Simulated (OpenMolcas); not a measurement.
**triplet SiHOF, step by step**

Aim: the energy (UHF/STO-3G), then the energy (CASSCF(2,2)/STO-3G), then a single-point energy (CASPT2(2,2)/STO-3G), then the energy (SC-NEVPT2(2,2)/STO-3G), then the energy (MRCI(2,2)/STO-3G) of triplet SiHOF. 

The results are computed with OpenMolcas 26.06.

### 1 Starting point

The species is SiHOF (4 atoms), meant as a triplet with charge 0. As SMILES of the parent species, `O[Si]F`. The coordinates come from a GFN2-xTB relaxation. That shape belongs to the parent species and isn't relaxed for this state.

Bond lengths: O1–Si2 1.607 Å, Si2–F3 1.648 Å, O1–H4 0.960 Å. Angles: O1–Si2–F3 98.8°, Si2–O1–H4 126.0°.

### 2 A single-point energy at UHF/STO-3G (run 1)

File input.xyz:

```xyz
4

O     -0.560720     0.735830    -0.178750
Si     0.270050     0.078240     1.029450
F      0.903200    -1.214360     0.226270
H     -0.612530     0.400300    -1.076970
```

File step1.input:

```
>>> EXPORT MOLCAS_PRINT=2

&GATEWAY
  BasLib
  $CurrDir
  Coord
  input.xyz
  Basis
  STO-3G
  Group
  NoSym

&SEWARD

&SCF
  UHF
  Spin
  3
  Scramble
  0.25
  PrOrbitals
  1 1
```

The basis set STO-3G is read from a file made from the Basis Set Exchange's data (not shown).

On the command line:

```
$ export MOLCAS_MEM=1860
$ pymolcas step1.input > step1.log
```

Standard output:

```text
--- Start Module: gateway ---
[...]
--- Stop Module: gateway /rc=_RC_ALL_IS_WELL_ ---
--- Start Module: seward ---
[...]
      Basis functions           20
--- Stop Module: seward /rc=_RC_ALL_IS_WELL_ ---
--- Start Module: scf ---
[...]
       Convergence after  18 Iterations
[...]
::    Total SCF energy                               -457.9403454811
[...]
      Total spin, S                                     1.0018207884
[...]
      Total electronic charge=   32.000000
      Total            charge=   -0.000000
[...]
      Dipole Moment (debye):
      Origin of the operator (angstrom)=    0.2365   -0.1361    0.4557
                   X=  3.1048E-01               Y=  2.5841E-01               Z=  1.5464E+00           Total=  1.5983E+00
      Quadrupole Moment (debye*angstrom):
[...]
--- Stop Module: scf /rc=_RC_ALL_IS_WELL_ ---
[...]
```

Run time: 1.2 s. Hardware: 1 thread of Intel Xeon 6975P-C (Granite Rapids), shared host; peak memory 0.37 GiB.

### 3 The energy at CASSCF(2,2)/STO-3G (run 2)

input.xyz is that of step 2.

File step2.inp:

```
>>> EXPORT MOLCAS_PRINT=2

&GATEWAY
 BasLib = $CurrDir
 Coord = input.xyz
 Basis = STO-3G
 Group = NoSym

&SEWARD

&RASSCF
 FileOrb = $CurrDir/step1.UnaOrb
 Spin = 3
 Nactel = 2 0 0
 Inactive = 15
 Ras2 = 2
 OrbListing = Nothing
 OrbAppear = Compact
```

The basis set STO-3G is read from a file made from the Basis Set Exchange's data (not shown).

On the command line:

```
$ export MOLCAS_MEM=1860
$ pymolcas step2.inp > step2.log
```

Standard output:

```text
--- Start Module: gateway ---
[...]
--- Stop Module: gateway /rc=_RC_ALL_IS_WELL_ ---
--- Start Module: seward ---
[...]
      Basis functions           20
--- Stop Module: seward /rc=_RC_ALL_IS_WELL_ ---
--- Start Module: rasscf ---
[...]
      Number of active orbitals                  2
[...]
      Spin quantum number                      1.0
[...]
      Active orbitals                            2
[...]
      Number of CSFs                             1
[...]
      Number of root(s) required                 1
[...]
      Convergence after 11 iterations
[...]
      printout of CI-coefficients larger than  0.05 for root  1
      energy=    -457.939301
      conf/sym  11     Coeff  Weight
             1  uu   1.00000 1.00000
      Natural orbitals and occupation numbers for root  1
      sym 1:   1.000000   1.000000
      ************************************************************************************************************************
      *                                                    Final results                                                     *
[...]
::    RASSCF root number  1 Total energy:   -457.93930082
[...]
      Total electronic charge=   32.000000
      Total            charge=   -0.000000
[...]
      Dipole Moment (debye):
      Origin of the operator (angstrom)=    0.2365   -0.1361    0.4557
                   X=  3.0960E-01               Y=  2.9215E-01               Z=  1.6171E+00           Total=  1.6722E+00
      Quadrupole Moment (debye*angstrom):
[...]
--- Stop Module: rasscf /rc=_RC_ALL_IS_WELL_ ---
[...]
```

Run time: 1.2 s. Hardware: 1 thread of Intel Xeon 6975P-C (Granite Rapids), shared host; peak memory 0.37 GiB.

### 4 The energy at CASPT2(2,2)/STO-3G (run 3)

input.xyz is that of step 3.

File step3.input:

```
>>> EXPORT MOLCAS_PRINT=2

&GATEWAY
 BasLib = $CurrDir
 Coord = input.xyz
 Basis = STO-3G
 Group = NoSym

&SEWARD

&RASSCF
 FileOrb = $CurrDir/step2.RasOrb
 Spin = 3
 Nactel = 2 0 0
 Inactive = 15
 Ras2 = 2
 OrbListing = Nothing
 OrbAppear = Compact

&CASPT2
 Imaginary = 0.1
 Frozen = 7
```

The basis set STO-3G is read from a file made from the Basis Set Exchange's data (not shown).

On the command line:

```
$ export MOLCAS_MEM=1860
$ pymolcas step3.input > step3.log
```

Standard output:

```text
--- Start Module: gateway ---
[...]
--- Stop Module: gateway /rc=_RC_ALL_IS_WELL_ ---
[...]
      Basis functions           20
[...]
--- Start Module: rasscf ---
[...]
      Number of active orbitals                  2
[...]
      Spin quantum number                      1.0
[...]
      Active orbitals                            2
[...]
      Number of CSFs                             1
[...]
      Number of root(s) required                 1
[...]
      Convergence after  4 iterations
[...]
      printout of CI-coefficients larger than  0.05 for root  1
      energy=    -457.939301
      conf/sym  11     Coeff  Weight
             1  uu   1.00000 1.00000
      Natural orbitals and occupation numbers for root  1
      sym 1:   1.000000   1.000000
      ************************************************************************************************************************
      *                                                    Final results                                                     *
[...]
::    RASSCF root number  1 Total energy:   -457.93930082
[...]
      Total electronic charge=   32.000000
      Total            charge=   -0.000000
[...]
      Dipole Moment (debye):
      Origin of the operator (angstrom)=    0.2365   -0.1361    0.4557
                   X=  3.0961E-01               Y=  2.9215E-01               Z=  1.6171E+00           Total=  1.6722E+00
      Quadrupole Moment (debye*angstrom):
[...]
--- Stop Module: rasscf /rc=_RC_ALL_IS_WELL_ ---
--- Start Module: caspt2 ---
[...]
      E2 (Variational):          -0.0654533213
      Total energy:            -458.0047541377
[...]
      Reference weight:           0.96957
[...]
::    CASPT2 Root  1     Total energy:   -458.00475414
[...]
--- Stop Module: caspt2 /rc=_RC_ALL_IS_WELL_ ---
[...]
```

Run time: 1.3 s. Hardware: 1 thread of Intel Xeon 6975P-C (Granite Rapids), shared host; peak memory 0.37 GiB.

### 5 A single-point energy at SC-NEVPT2(2,2)/STO-3G (run 4)

input.xyz is that of step 4.

File step4.inp:

```
* FHOSi NEVPT2
>>> EXPORT MOLCAS_PRINT=2

&GATEWAY
  BASLIB=$CurrDir
  COORD=input.xyz
  BASIS=STO-3G
  GROUP=NoSym

&SEWARD

&RASSCF
  FILEORB=$CurrDir/step2.RasOrb
  SPIN=3
  NACTEL=2 0 0
  INACTIVE=15
  RAS2=2
  ORBLISTING=Nothing
  ORBAPPEAR=Compact

&CASPT2
  SC-NEVPT2
  FROZEN=7
```

The basis set STO-3G is read from a file made from the Basis Set Exchange's data (not shown).

On the command line:

```
$ export MOLCAS_MEM=1860
$ pymolcas step4.inp > step4.log
```

Standard output:

```text
--- Start Module: gateway ---

                                              &GATEWAY

                       available to each process: 1.9 GB of memory, 1 thread

 Basis Set     1 Label: O.STO-3G
 Basis set is read from library:.
 basistype.tbl is not found

 Basis Set     2 Label: SI.STO-3G
 Basis set is read from library:.
 basistype.tbl is not found

 Basis Set     3 Label: F.STO-3G
 Basis set is read from library:.
 basistype.tbl is not found

[... 234 lines left out ...]
      Note: transformation to natural orbitals
[... 7 lines left out ...]
      Natural orbitals and occupation numbers for root  1
[... 20 lines left out ...]
      Final state energy(ies):
[... 60 lines left out ...]
      Natural orbitals for root   1 are written to the RASORB.1 file
[... 75 lines left out ...]
 Compute H0 matrices for state    1
[... 14 lines left out ...]
--- Stop Module: caspt2 /rc=-6 ---

.########################.
.# Non-zero return code #.
.########################.

    Timing: Wall=1.06 User=0.70 System=0.29
```

Wall time 1.2 s (1 thread of Intel Xeon 6975P-C (Granite Rapids), shared host); peak memory 0.37 GiB.

The run ended with an error.

### 6 A single-point energy at MRCI(2,2)/STO-3G (run 5)

input.xyz is that of step 5.

File step5.inp:

```
>>> EXPORT MOLCAS_PRINT=2

&GATEWAY
  BasLib
  $CurrDir
  Coord
  input.xyz
  Basis
  STO-3G
  Group
  NoSym

&SEWARD

&RASSCF
  FileOrb
  $CurrDir/step2.RasOrb
  Spin
  3
  Nactel
  2 0 0
  Inactive
  15
  Ras2
  2
  OrbListing
  Nothing
  OrbAppear
  Compact

&MOTRA
  LumOrb
  Frozen
  7

&GUGA
  Electrons
  18
  Spin
  3
  Inactive
  8
  Active
  2
  CIAll
  1

&MRCI
  SDCI
```

The basis set STO-3G is read from a file made from the Basis Set Exchange's data (not shown).

On the command line:

```
$ export MOLCAS_MEM=1860
$ pymolcas step5.inp > step5.log
```

Standard output:

```text
--- Start Module: gateway ---
[...]
--- Stop Module: gateway /rc=_RC_ALL_IS_WELL_ ---
[...]
      Basis functions           20
[...]
      Number of active orbitals                  2
[...]
      Spin quantum number                      1.0
[...]
      Active orbitals                            2
[...]
      Number of CSFs                             1
[...]
      Number of root(s) required                 1
[...]
      Convergence after  4 iterations
[...]
      printout of CI-coefficients larger than  0.05 for root  1
      energy=    -457.939301
      conf/sym  11     Coeff  Weight
             1  uu   1.00000 1.00000
      Natural orbitals and occupation numbers for root  1
      sym 1:   1.000000   1.000000
      ************************************************************************************************************************
      *                                                    Final results                                                     *
[...]
::    RASSCF root number  1 Total energy:   -457.93930082
[...]
      Dipole Moment (debye):
      Origin of the operator (angstrom)=    0.2365   -0.1361    0.4557
                   X=  3.0961E-01               Y=  2.9215E-01               Z=  1.6171E+00           Total=  1.6722E+00
      Quadrupole Moment (debye*angstrom):
[...]
--- Start Module: guga ---
[...]
--- Stop Module: guga /rc=_RC_ALL_IS_WELL_ ---
--- Start Module: mrci ---
[...]
       (But an ACPF correction will be computed)
       USE THE DEFAULT ACPF G-VALUE GFAC=  0.11111111111111110
[...]
                      CI ENERGY:  -458.02098316
[...]
                ACPF CORRECTION:    -0.00450349
[...]
      Total electronic charge=   32.000000
      Total            charge=   -0.000000
[...]
     ACPF CORRECTION:     -0.00450349
[...]
  CI State   1     Total energy:   -458.02098316     QDav:     -0.00510159     QACPF:     -0.00450349
[...]
```

It took 1.4 s on 1 thread of Intel Xeon 6975P-C (Granite Rapids), shared host; peak memory 0.37 GiB.

### 7 Outcome

| quantity | value |
| --- | --- |
| run 1, UHF/STO-3G: total energy | -457.94035 Eh |
| run 1, UHF/STO-3G: dipole moment | 1.60 D |
| run 1, UHF/STO-3G: HOMO energy (highest over α and β) | -3.40 eV |
| run 1, UHF/STO-3G: LUMO energy (lowest over α and β) | 3.96 eV |
| run 1, UHF/STO-3G: ⟨S²⟩ | 2.005 |
| run 2, CASSCF(2,2)/STO-3G: total energy | -457.93930 Eh |
| run 2, CASSCF(2,2)/STO-3G: dipole moment (CASSCF density) | 1.67 D |
| run 3, CASPT2(2,2)/STO-3G: total energy | -458.00475 Eh |
| run 3, CASPT2(2,2)/STO-3G: dipole moment (CASSCF density) | 1.67 D |
| run 5, MRCI(2,2)/STO-3G: total energy | -458.02098 Eh |
| run 5, MRCI(2,2)/STO-3G: dipole moment (CASSCF density) | 1.67 D |
| run 4, SC-NEVPT2(2,2)/STO-3G | no result (crashed) |

Mulliken charges (run 1, UHF/STO-3G) run from -0.54 on O1 to +0.65 on Si2; they depend strongly on the basis. Mulliken charges (run 2, CASSCF(2,2)/STO-3G) run from -0.54 on O1 to +0.66 on Si2; they depend strongly on the basis. Mulliken charges (run 3, CASPT2(2,2)/STO-3G) of the CASSCF density run from -0.54 on O1 to +0.66 on Si2; they depend strongly on the basis. Mulliken charges (run 5, MRCI(2,2)/STO-3G) of the CASSCF density run from -0.54 on O1 to +0.66 on Si2; they depend strongly on the basis. 1 of the 5 runs did not end normally.
